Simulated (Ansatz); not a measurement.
## Copper, fcc: convergence with the k-point mesh

Computed with Ansatz, r²SCAN, scalar-relativistic PAW, on the relaxed cell (a = 3.576 Å; spin not included). Errors count from a run at 500 eV on a Γ-centred 25×25×25 mesh with Fermi-Dirac smearing of 0.1 eV, extrapolated to zero width. Fixed here: cutoff 500 eV, Fermi-Dirac width 0.1 eV. The SCF starts from atomic densities corrected by a trained network.

```
  k-mesh  E(σ→0) error (meV/atom)  P (GPa)  SCF iterations
   2×2×2                   2113.9    26.28              10
   4×4×4                    170.0     1.99               7
   5×5×5                   -106.8    -0.71               7
   7×7×7                    -42.9    -0.11               7
12×12×12                      2.8     0.05               7
16×16×16                     -0.6     0.16               7
22×22×22                     -1.8     0.08               7
```

Q: What does the run at 9×9×9 give (k-mesh)?

A: E(σ→0) error (meV/atom): -13.5; P (GPa): 0.05; SCF iterations: 7.

Within 5 meV/atom of the last row: from 12×12×12 on.
